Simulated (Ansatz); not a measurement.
Cost and result for the atomization energy of C₂H₂F₂O, SMILES `F[C@@H]1O[C@@H]1F` (7 atoms, 7 bonds).

```xyz
7

F     1.3947   -0.0062    1.0702
C     0.0998    0.0336    0.7232
O    -0.2814    1.1275   -0.0554
C    -0.2417   -0.1206   -0.6791
F     0.7541   -0.2955   -1.5603
H    -0.5442   -0.2256    1.5587
H    -1.1813   -0.5132   -1.0573
```

Charge 0, multiplicity 1. All single points use the PBE0-D4/def2-TZVP geometry. Program: Ansatz. All runs use 2 threads of a server CPU on a shared host. Times are those of one run each, without the atoms' runs, and a repeat can differ threefold. Electronic energies, without spin–orbit coupling; frozen cores. CCSD(T)/CBS adds CCSD(T) − MP2 in def2-TZVPP to the MP2 limit, and its time is that of the two runs behind it. T1 = 0.013. B3LYP takes the VWN-RPA correlation (the form of Gaussian; ORCA's B3LYP/G).

CCSD(T)/CBS is a level of theory with its own doubt, some kJ/mol a heavy atom from the limit and from the frozen cores, so smaller differences don't rank the functionals.

```
                             level  functions  wall time  atomization (kcal/mol)  difference from CCSD(T)/CBS  per bond
   PBE-D4/def2-TZVPP (with forces)        183      1.7 s                   712.2                         37.5       5.4
                PBE0-D4/def2-TZVPP        183      1.9 s                   683.2                          8.5       1.2
 B3LYP-D4/def2-TZVPP (with forces)        183      2.6 s                   672.2                         -2.5      -0.4
r2SCAN-D4/def2-TZVPP (with forces)        183      2.9 s                   682.3                          7.6       1.1
                 B2PLYP/def2-TZVPP        183      3.6 s                   668.2                         -6.5      -0.9
                ωB97X-V/def2-TZVPP        183      4.9 s                   680.0                          5.3       0.8
  ωB97M-V/def2-TZVPP (with forces)        183        7 s                   679.5                          4.8       0.7
                    MP2/def2-QZVPP        345       13 s                   695.8                         21.1       3.0
                CCSD(T)/def2-TZVPP        183       62 s                   654.8                        -19.9      -2.8
                 CCSD(T)/CBS(def2)          –       74 s                   674.7                          0.0       0.0
```

From PBE to PBE0 (25 % exact exchange), in def2-TZVPP and without D4, the atomization energy moves by −28.6 kcal/mol: exact exchange takes away binding that semilocal exchange gives to molecules. The D4 term adds +3.6 kcal/mol with B3LYP and +1.8 kcal/mol with PBE0; it sums over pairs of atoms, weighted by their polarisabilities, and B3LYP, whose exchange is more repulsive, gets the larger term. In def2-TZVPP, CCSD(T) changes the Hartree–Fock value by +208.2 kcal/mol (the triples alone add +15.7 kcal/mol) and MP2 by +237.3 kcal/mol; breaking electron pairs costs correlation energy, which Hartree–Fock lacks.
